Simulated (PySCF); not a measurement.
## Bond curve of AlCl

Set-up: Al def2-TZVPPD, Cl def2-TZVPPD; no relativity (PySCF 2.14). Energies in eV from Al + Cl in their ground configurations at the same level. State: ¹Σ⁺ (singlet), closed shell.

Curves on a restricted Hartree–Fock reference rise too fast on stretching and do not dissociate correctly.

```
R (Å)  RHF-SCS-MP2    PBE0     PBE
1.852       -4.273  -4.300  -4.324
1.939       -4.781  -4.789  -4.831
2.025       -5.055  -5.050  -5.112
2.089       -5.151  -5.140  -5.215
2.154       -5.177  -5.162  -5.251
2.219       -5.150  -5.134  -5.236
2.305       -5.056  -5.038  -5.158
2.413       -4.873  -4.857  -4.998
2.542       -4.599  -4.587  -4.750
2.714       -4.194  -4.189  -4.379
```

Problem. Put a parabola through the three lowest points of the RHF-SCS-MP2 curve and estimate Re, k and ωe (reduced mass 15.23 u; 1 eV/Å² = 0.16022 mdyn/Å; ωe = 1302.8·√(k/μ) cm⁻¹).

Solution. Through R = 2.089, 2.154, 2.219 Å the second-order coefficient is 6.27 eV/Å², so Re ≈ 2.153 Å, k ≈ 2.01 mdyn/Å and ωe ≈ 473 cm⁻¹. A polynomial fit of higher order to the unrounded RHF-SCS-MP2 energies gives Re = 2.151 Å, k = 2.03 mdyn/Å, ωe = 476 cm⁻¹; anharmonicity and rounding make the difference.

The higher-order fit for each curve: RHF-SCS-MP2: Re = 2.151 Å, ωe = 476 cm⁻¹, De = 5.18 eV; PBE0: Re = 2.147 Å, ωe = 472 cm⁻¹, De = 5.16 eV; PBE: Re = 2.165 Å, ωe = 455 cm⁻¹, De = 5.25 eV.

Correlated steps freeze 10 core orbitals. Where the molecule has an RHF reference, its open-shell atoms are computed with UHF.
